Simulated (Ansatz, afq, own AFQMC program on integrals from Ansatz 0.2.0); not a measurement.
AFQMC on a folder of integrals that Ansatz 0.2.0 wrote.

```yaml
crystal:
  periodic: [false, false, false]
  atoms:
    - {symbol: Si, position_ang: [0.000000, 0.000000, -1.945808]}
    - {symbol: C, position_ang: [0.000000, 0.000000, 0.433192]}
    - {symbol: H, position_ang: [0.000000, 0.000000, 1.512615]}
basis:
  gaussian: {orbitals: 6-31G}
magnetization: {spin_polarized: false, initial_magnetization: 1}
correlation: {method: ccsd_t, electrons: outside_noble_gas, hamiltonian_folder: ham}
```

```sh
$ ansatz run in.yaml --threads 1 --pin off --events-out ev --progress --plain --max-ram 16896MiB --backend cuda --devices 0, --max-vram 18GiB
```

Options of the walk:

```
--method phaseless --trial cid --walkers 160 --populations 1 --least-time 40 --time-step 0.0025 --steps-per-block 10 --equilibration-blocks 120 --max-blocks 2400 --target-error 0.00144 --factor-cut 1e-05 --start spin_pure --seed 6287 --release-times 0.3,0.6,0.9,1.2 --release-step 0.02 --release-every 40 --taylor-order 4
```

Times are imaginary, in 1/Eh. The walk had a cap of 60 s.

Output of the walk:

```
orbitals 18  electrons 5 4  factors 100 of 299
reference energy -327.08124963 Eh
CCSD correlation -0.17520520 Eh in 23 cycles, weight of the determinant in the CISD state 0.5383
energy of the start -327.243433 Eh
 block  time / (1/Eh)  mean weight  energy / Eh
     1     0.025  0.9999  -327.242406
     2     0.050  1.0000  -327.241343
     3     0.075  1.0001  -327.240541
     4     0.100  1.0003  -327.239671
     5     0.125  0.9998  -327.238671
     8     0.200  1.0001  -327.236861
    24     0.600  1.0001  -327.232738
    70     1.750  1.0003  -327.233744
    93     2.325  0.9999  -327.238335
   162     4.050  1.0003  -327.249021
   231     5.775  0.9994  -327.252538
   300     7.500  1.0000  -327.256337
   369     9.225  0.9997  -327.257245
   438    10.950  0.9997  -327.244315
   507    12.675  0.9999  -327.260774
   576    14.400  1.0003  -327.269284
   645    16.125  0.9998  -327.263081
   714    17.850  1.0001  -327.244258
   783    19.575  1.0000  -327.258565
   852    21.300  0.9997  -327.269458
   898    22.450  1.0002  -327.292814
   921    23.025  0.9995  -327.277921
   944    23.600  1.0002  -327.271524
blocks merged  error / Eh  count
     1  0.000373  828
     2  0.000520  414
     4  0.000720  207
     8  0.000993  103
    16  0.001374  51
    32  0.001906  25
    64  0.002641  12
released: time / (1/Eh)  energy / Eh  error  mean overlap
  0.30  -327.259609  0.003122  1.0058
  0.60  -327.263293  0.002998  1.0081
  0.90  -327.259554  0.002929  1.0175
  1.20  -327.263654  0.003057  1.0236
energy -327.259778 +/- 0.001906 Eh
(rows thinned)
```

The time cap ended the run before it passed its tests. The second half of the sampling lies below the first by 6.8 errors of their difference, so the energy may still be moving and its error bar be too small.

Against this walk (error 51.9 meV) on the same determinant: CCSD(T) 306.6 meV lower, CCSDT(Q) 277.1 meV lower, CCSDTQ 257.6 meV lower, full CI 266.1 meV lower, a separate phaseless walk with a CISD trial and standard settings 141.6 ± 52.6 meV lower. The error is statistical and leaves out the bias of the constraint. Released to 1.20 1/Eh the energy moves by -105 ± 98 meV (both errors), within twice the noise. Full CI is exact here, so the walk's 266 meV above it is the walk's own error: the bias of the constraint with this trial, or a walk that hasn't relaxed. The determinant is a poor start (see the cautions), so the low cluster orders aren't to be relied on, and full CI is the sure value.

Cautions: constraint bias not in the error; error not settled; halves of the run differ; error above the target (51.9 against 39.2 meV); a spin-contaminated unrestricted determinant lies lower (UHF 1.86 eV lower, ⟨S²⟩ 1.88); strong correlation (T1 0.162, weight of the determinant 0.54, largest double 0.35); (T) is large, 8 % of the CCSD correlation; the sampling time fell short of the least asked.

The walk took 60 s on 1 × NVIDIA H100 80GB HBM3 with 2 threads of AMD EPYC 7R13 Processor (Zen 3), on a shared host (the card was shared). The log's last line is the phaseless energy.

CCSDT and higher add their correlation energy to the determinant of the CCSD(T) run, since their own runs factorise the integrals more tightly (a shift of under 2 meV). A walk keeps the symmetry of its determinant, which the program's search chose and which needn't be the lowest solution, so a lower state of the same spin and another symmetry isn't excluded.
